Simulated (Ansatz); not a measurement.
# CH3NS: single points off equilibrium

The task here is to estimate one member of a computed series from the others.

Computed with Ansatz 0.2.0, Gaussian basis. Level: single points in def2-TZVPP.

Correlated methods freeze the cores.

## Starting geometry

SMILES `NC=S`, 6 atoms, charge 0, spin multiplicity 1.

Atoms are counted from 1 here; the program's logs count them from 0.

Bond lengths: N1–C2 1.444 Å, N1–H4 1.010 Å, N1–H5 0.978 Å, C2–S3 1.649 Å, C2–H6 1.164 Å. Angles: C2–N1–H4 117.1°, C2–N1–H5 104.0°, H4–N1–H5 138.8°, N1–C2–S3 119.9°, N1–C2–H6 119.5°, S3–C2–H6 120.5°.

As a file:

```
N    -0.70890   -0.07660   -0.39410
C     0.49110    0.22920    0.34830
S     1.51530   -0.98390    0.79210
H    -0.84710   -1.03850   -0.66810
H    -1.18360    0.77780   -0.43970
H     0.69900    1.32660    0.67440
```

The first run:

run/in.yaml reads:

```yaml
crystal:
  periodic: [false, false, false]
  atoms:
    - {symbol: N, position_ang: [-0.708900, -0.076600, -0.394100]}
    - {symbol: C, position_ang: [0.491100, 0.229200, 0.348300]}
    - {symbol: S, position_ang: [1.515300, -0.983900, 0.792100]}
    - {symbol: H, position_ang: [-0.847100, -1.038500, -0.668100]}
    - {symbol: H, position_ang: [-1.183600, 0.777800, -0.439700]}
    - {symbol: H, position_ang: [0.699000, 1.326600, 0.674400]}
basis:
  gaussian: {orbitals: def2-TZVPP}
correlation: {method: ccsd_t}
output: {forces: true}
```

The command line of these runs was not kept.

Among the steps run: CCSD(T)/def2-TZVPP; PBE0-D4/def2-TZVPP; wB97M-V/def2-TZVPP; r2SCAN-D4/def2-TZVPP; PBE-D4/def2-TZVPP; revPBE-D4/def2-TZVPP; r2SCAN0-D4/def2-TZVPP.

One of the session's tables, all rows but one given; the rest of the session is left out.

| method | RMS force component (eV/Å) | angle to CCSD(T) forces (°) | dipole (D) |
| --- | --- | --- | --- |
| CCSD(T) | 1.550 | reference | 3.49 |
| PBE0-D4 | 1.685 | 5.1 | 3.68 |
| wB97M-V | 1.645 | 5.1 | 3.62 |
| r2SCAN-D4 | 1.605 | 3.0 | 3.75 |
| PBE-D4 | 1.550 | 6.0 | 3.59 |
| revPBE-D4 | 1.516 | 6.1 | 3.61 |
| r2SCAN0-D4 | ? | ? | ? |

**Question.** Estimate the row for r2SCAN0-D4.

**Answer.** RMS force component (eV/Å): 1.721; angle to CCSD(T) forces (°): 6.7; dipole (D): 3.77. In the column «RMS force component (eV/Å)» it is the highest.
